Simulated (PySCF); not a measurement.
For diamond-structure Si, PBE (PySCF, GTH pseudopotentials, Gaussian basis) gives:

```
Property                  Result
------------------  ------------
lattice constant a       5.481 Å
bulk modulus            89.7 GPa
cohesive energy     4.49 eV/atom
```

Q: What does MP2 (PySCF, GTH pseudopotentials, Gaussian basis) give for the same quantities?

A: 
- lattice constant a: 5.403 Å (drops by 1.4 %)
- bulk modulus: 104 GPa (rises by 16 %)
- cohesive energy: 5.17 eV/atom (increases by 0.68 eV/atom)

For comparison: lattice constant a 5.421 Å (measured, static lattice: zero-point anharmonic expansion removed; as tabulated in Mejia-Rodriguez and Trickey (2018), arXiv:1807.09216); bulk modulus 101 GPa (measured, 0 K value with zero-point phonon effects removed; as tabulated in Sun et al. (2011), doi:10.1103/physrevb.84.035117); cohesive energy 4.68 ± 0.08 eV/atom (measured, from 0 K enthalpies of formation; zero-point vibration energy (9/8 kB θD) added; as tabulated in Csonka et al. (2009), arXiv:0903.4037).

Changes are worked out from the printed values.

Unless a cell is named, each level is at its own relaxed cell (PBE 20.59, MP2 19.72 Å³/atom).
